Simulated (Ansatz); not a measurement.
## A geometry optimisation of AlH3NSi+ with r2SCAN-D4/def2-SVP

The starting geometry of this gas-phase singlet was optimised with GFN2-xTB.

```xyz
6

Al    1.0848    0.6203    0.1370
N     0.0550   -0.7836    0.8979
Si   -0.0206   -1.9992   -0.2275
H     1.5249    0.2177   -1.2773
H    -0.3793   -0.8071    1.8222
H     1.3751    1.9093    0.8928
```

Question: Where would you expect an optimisation with r2SCAN-D4/def2-SVP to take it?

Answer: A new bond forms, giving a structure with H4 bridging Al1 and Si3, given below by its coordinates. Distances that change by over a tenth: Al1–H4 (1.53 → 1.70 Å), Si3–H4 (2.90 → 1.79 Å). Contacts that close: Al1–Si3 (2.87 → 2.62 Å).

The energy falls by 0.41 eV over 11 steps:

| step | E − E(last) (eV) |
| --- | --- |
| 1 | 0.410 |
| 2 | 0.299 |
| 3 | 0.278 |
| 4 | 0.182 |
| 5 | 0.076 |
| 7 | 0.013 |
| 8 | 0.009 |
| 9 | 0.000 |
| 10 | 0.000 |
| 11 | 0.000 |

Final geometry (Å):

```yaml
atoms:
  - { symbol: Al, position_ang: [1.0069, 0.6932, 0.3892] }
  - { symbol: N, position_ang: [0.0652, -0.7287, 0.9356] }
  - { symbol: Si, position_ang: [0.2641, -1.6585, -0.5059] }
  - { symbol: H, position_ang: [1.2003, -0.2287, -1.0319] }
  - { symbol: H, position_ang: [-0.4561, -1.0307, 1.7611] }
  - { symbol: H, position_ang: [1.5595, 2.1108, 0.6971] }
```

Frequencies at the end are all real (lowest 356 cm⁻¹). Run with Ansatz 0.2.0, 59 s on 1 thread of AMD EPYC (Zen 3), on a shared host.
